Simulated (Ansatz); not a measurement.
Several settings on one geometry of [SiH3]- (SiH₃⁻) (that of the charge -1 singlet, PBE0-D4/def2-TZVPD). Ansatz on 4 threads of Arm Neoverse V1 on a shared host; times are rough.

Cartesian coordinates in Å:
```
Si -0.021 -0.014 0.621
H 1.310 -0.047 -0.164
H -0.601 1.159 -0.201
H -0.688 -1.098 -0.255
```

Totals from different functionals, basis sets or treatments of relativity can't be compared as stabilities.

The 6-31G sets use Cartesian d functions.

The spins typed aren't always the lowest for that charge.

Q: Give the basis size and estimate the energy, ⟨S²⟩ and time of these runs.

| run | method | charge | state | further keys |
| --- | --- | --- | --- | --- |
| 1 | UKS RPBE/cc-pVDZ | -1 | singlet | scf: {omitted_lower_state_checks: [starts]} |
| 2 | RKS CAM-B3LYP-D3(BJ)-ATM/6-31G* | -1 | singlet | accuracy: high; scf: {lower_state_search: off} |
| 3 | UKS revPBE0/cc-pVDZ | 0 | doublet | nuclear_model: gaussian; point_charges: [{charge: 0.50, position_ang: [6.119, -0.899, -0.440]}]; scf: {omitted_lower_state_checks: [starts]} |
| 4 | RKS B97M-V/def2-mTZVPP | -1 | singlet | scf: {omitted_lower_state_checks: [starts]}; forces asked |

A: 
```json
{"run": "1", "functions": "33", "energy (Eh)": "-291.2374", "⟨S²⟩": "0.00", "wall time": "0.2 s"}
{"run": "2", "functions": "25", "energy (Eh)": "-291.2473", "⟨S²⟩": "–", "wall time": "0.3 s"}
{"run": "3", "functions": "33", "energy (Eh)": "-291.1544", "⟨S²⟩": "0.75", "wall time": "0.25 s"}
{"run": "4", "functions": "42", "energy (Eh)": "-291.2041", "⟨S²⟩": "–", "wall time": "0.7 s"}
```

The highest occupied level of an anion often lies above zero with these methods, and sets without diffuse functions describe the outer electron poorly.
